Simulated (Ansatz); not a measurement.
**AlH2− (singlet): the correlation ladder at distance Al1–H2 = 5.772 Å, 6-31++G****

How much of the correlation energy of AlH2− (singlet) does each wave-function method recover here?

The runs use Ansatz 0.2.0, Gaussian basis; 6-31++G**, core rule «outside noble gas», up to 5 orbitals frozen.

To be run: UHF; CCSD(T) on RHF; CCSD(T) on UHF; BCCD(T) on RHF; CISD; CCSDT(Q) on RHF; CCSDT(Q) on UHF; CCSDTQ on RHF; CASSCF and MRCISD+Q, 2 electrons in 2 orbitals; CASSCF and NEVPT2, 2 electrons in 2 orbitals; CASSCF and MRCISD+Q, 6 electrons in 6 orbitals; CASSCF and NEVPT2, 6 electrons in 6 orbitals; Full CI.

17 further runs of the same task are left out: 13 that didn't finish, 4 set aside as unsound or not needed.

## 1. The system

The geometry derives from a PBE0/def2-TZVPD stationary point (not a proven minimum). One bond is set to the value named and the two fragments are kept rigid.

3 atoms, charge -1, spin multiplicity 1.

Atoms are counted from 1 here; the program's logs count them from 0.

Bond lengths: Al1–H3 1.697 Å.

## 2. UHF

Input file in.yaml:

```yaml
crystal:
  periodic: [false, false, false]
  atoms:
    - {symbol: Al, position_ang: [0.000000, -0.178374, 0.102922]}
    - {symbol: H, position_ang: [0.000000, 3.787428, -4.090930]}
    - {symbol: H, position_ang: [0.000000, 0.987467, 1.335802]}
basis:
  gaussian: {orbitals: "6-31++G**"}
total_charge: -1
magnetization: {spin_polarized: true, initial_magnetization: 0}
hamiltonian: {xc: hf}
output: {orbitals: {seedname: orbitals}}
```

The run is started by

```sh
$ ansatz run in.yaml --threads 1 --pin off --events-out ev --progress --plain --max-ram 2393MiB
```

The runs that follow: CCSD(T) on RHF; CCSD(T) on UHF; BCCD(T) on RHF; CISD; CCSDT(Q) on RHF; CCSDT(Q) on UHF; CCSDTQ on RHF; CASSCF and MRCISD+Q, 2 electrons in 2 orbitals; CASSCF and NEVPT2, 2 electrons in 2 orbitals; CASSCF and MRCISD+Q, 6 electrons in 6 orbitals; CASSCF and NEVPT2, 6 electrons in 6 orbitals; Full CI.

Before running them: what should the planned runs give, taken together? Wanted: FCI below the RHF energy; RMP2 from FCI; RCCSD from FCI; RCCSD(T) from FCI; RCCSDT(Q) from FCI; NEVPT2 pair from FCI; NEVPT2 valence from FCI; MRCISD+Q valence from FCI; T1 diagnostic.

**Answer**, as computed:

```
                         quantity                                                                   value
         FCI below the RHF energy                                                              -2.6170 eV
                    RMP2 from FCI                                                            +80.2 kJ/mol
                   RCCSD from FCI                                                             +4.0 kJ/mol
                RCCSD(T) from FCI                                                             +1.1 kJ/mol
               RCCSDT(Q) from FCI                                                              0.0 kJ/mol
             NEVPT2 pair from FCI                                                            +57.3 kJ/mol
          NEVPT2 valence from FCI                                                            +61.6 kJ/mol
        MRCISD+Q valence from FCI                                                             +1.7 kJ/mol
levels within 1 kcal/mol (43 meV)  RCCSD, RCCSD(T), BCCD(T), RCCSDT, RCCSDT(Q), RCCSDTQ, MRCISD+Q valence
                    T1 diagnostic                                                                   0.043
   effectively unpaired electrons                                                                    0.16
```

What this shows: RCCSD(T) misses by +1.1 kJ/mol, 0.5 % of the correlation energy. The occupations are near whole numbers, but T1 = 0.043 shows that the orbitals relax strongly. Of the multireference levels listed MRCISD+Q valence comes nearest in total energy (+1.7 kJ/mol), which doesn't show that its space is the better one. These misses are within one basis, not against nature. The highest orbital lies above zero: the basis alone holds the extra electron.
